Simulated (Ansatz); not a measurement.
Born–Oppenheimer molecular dynamics of H2LiOSi (5 atoms, charge 1, multiplicity 1). It goes on from the last frame of an earlier run, with new velocities.

The calculation used Ansatz, RKS PBE0/6-31G*.

* ensemble: NVE (Milne-controlled integrator)
* time step: 0.5 fs
* steps asked: 266
* starting velocities drawn for: 1000 K
* seed: 390218

Frames 10 fs apart, positions in Å, forces in eV/Å.

Velocities at 0.0 fs (Å/ps):

```
Li 2.39 -6.67 -5.26
O 0.94 9.76 2.27
Si 0.23 -6.03 -0.31
H -9.45 7.66 -13.33
H -28.42 51.33 22.28
```

```xyz
5
Properties=species:S:1:pos:R:3:forces:R:3 time_fs=0.0 energy_less_start_eV=0.000 T=1000
Li -1.969 -0.322 1.708 -0.10 0.00 0.07
O -0.682 -0.036 0.562 0.28 -0.55 -0.34
Si 0.514 0.044 -0.429 -0.94 0.01 0.29
H 0.864 -0.953 -1.470 -0.03 -0.04 0.20
H 1.188 1.309 -0.342 0.79 0.58 -0.21
5
Properties=species:S:1:pos:R:3:forces:R:3 time_fs=10.0 energy_less_start_eV=0.196 T=495
Li -1.956 -0.389 1.664 -0.19 -0.01 0.15
O -0.668 0.035 0.576 -0.23 -1.06 0.10
Si 0.509 0.018 -0.424 -0.81 0.50 -0.23
H 0.800 -0.942 -1.524 0.04 -0.09 0.37
H 1.055 1.338 -0.352 1.19 0.66 -0.39
5
Properties=species:S:1:pos:R:3:forces:R:3 time_fs=20.0 energy_less_start_eV=0.104 T=732
Li -1.968 -0.457 1.640 -0.15 0.02 0.13
O -0.663 0.052 0.593 -0.04 -0.03 0.10
Si 0.493 0.035 -0.423 1.81 1.37 -0.96
H 0.758 -1.105 -1.335 -0.20 -0.08 0.16
H 1.547 1.225 -0.677 -1.43 -1.28 0.56
5
Properties=species:S:1:pos:R:3:forces:R:3 time_fs=30.0 energy_less_start_eV=0.184 T=525
Li -1.998 -0.521 1.631 0.12 0.14 -0.08
O -0.654 0.068 0.612 0.41 0.79 -0.28
Si 0.498 0.059 -0.441 -0.34 -1.44 0.74
H 0.580 -1.286 -1.023 0.19 -0.01 -0.57
H 1.664 0.923 -0.735 -0.38 0.52 0.19
5
Properties=species:S:1:pos:R:3:forces:R:3 time_fs=40.0 energy_less_start_eV=0.111 T=714
Li -2.013 -0.566 1.613 0.35 0.28 -0.23
O -0.629 0.123 0.620 -0.36 0.11 0.24
Si 0.496 0.036 -0.442 -1.49 -2.23 0.62
H 0.547 -1.312 -1.092 0.33 0.53 -0.24
H 1.459 1.033 -0.639 1.16 1.31 -0.40
5
Properties=species:S:1:pos:R:3:forces:R:3 time_fs=50.0 energy_less_start_eV=0.207 T=465
Li -1.983 -0.574 1.567 0.14 0.22 -0.04
O -0.623 0.180 0.640 -0.31 -1.17 0.03
Si 0.483 -0.013 -0.429 0.94 2.45 -0.72
H 0.775 -1.094 -1.431 -0.30 -0.06 0.59
H 1.284 1.318 -0.656 -0.47 -1.45 0.15
5
Properties=species:S:1:pos:R:3:forces:R:3 time_fs=60.0 energy_less_start_eV=0.186 T=521
Li -1.938 -0.553 1.518 -0.40 -0.06 0.34
O -0.630 0.175 0.658 0.55 -0.94 -0.66
Si 0.476 -0.014 -0.427 0.35 2.71 -0.02
H 0.799 -1.056 -1.397 -0.23 -0.79 0.10
H 1.251 1.276 -0.710 -0.27 -0.92 0.24
5
Properties=species:S:1:pos:R:3:forces:R:3 time_fs=70.0 energy_less_start_eV=0.141 T=637
Li -1.941 -0.538 1.512 -0.43 -0.09 0.35
O -0.614 0.119 0.647 -0.32 0.43 0.30
Si 0.472 0.031 -0.432 -0.94 -2.58 0.15
H 0.582 -1.331 -1.042 0.26 0.49 -0.22
H 1.354 1.057 -0.711 1.42 1.74 -0.59
5
Properties=species:S:1:pos:R:3:forces:R:3 time_fs=80.0 energy_less_start_eV=0.207 T=466
Li -1.999 -0.531 1.552 -0.02 0.08 0.08
O -0.614 0.084 0.650 -0.15 0.85 0.04
Si 0.479 0.052 -0.443 0.67 -1.54 0.07
H 0.569 -1.389 -0.903 0.33 0.81 -0.43
H 1.566 1.040 -0.839 -0.83 -0.20 0.23
5
Properties=species:S:1:pos:R:3:forces:R:3 time_fs=90.0 energy_less_start_eV=0.107 T=723
Li -2.061 -0.514 1.603 0.32 0.21 -0.16
O -0.621 0.093 0.653 0.40 -0.29 -0.60
Si 0.494 0.029 -0.444 0.59 1.55 0.00
H 0.828 -1.160 -1.227 -0.19 -0.50 0.00
H 1.429 1.219 -0.898 -1.14 -0.97 0.76
5
Properties=species:S:1:pos:R:3:forces:R:3 time_fs=100.0 energy_less_start_eV=0.214 T=447
Li -2.078 -0.469 1.633 0.50 0.24 -0.29
O -0.611 0.087 0.628 -0.64 -1.25 0.40
Si 0.506 0.012 -0.441 -1.01 0.32 0.27
H 0.897 -1.032 -1.390 0.02 -0.54 0.11
H 0.987 1.321 -0.635 1.13 1.24 -0.48
5
Properties=species:S:1:pos:R:3:forces:R:3 time_fs=110.0 energy_less_start_eV=0.036 T=907
Li -2.034 -0.394 1.628 0.10 0.06 -0.03
O -0.630 0.016 0.619 -0.04 -0.61 -0.08
Si 0.504 0.037 -0.440 -0.47 -0.21 -0.09
H 0.897 -1.170 -1.302 -0.12 0.80 0.58
H 1.036 1.396 -0.586 0.54 -0.04 -0.39
```

Of the whole run (133 fs, mean temperature of the second half 633 K): The conserved energy stayed within 0.036 meV per atom of its start (net change -0.031 meV per atom), so the integration is sound. A run of 0.13 ps of so small a system gives no equilibrium averages. Limits of this set-up: the dipole of an ion depends on the origin.

Time of the run: 2.8 min on 1 CPU thread of a shared host.
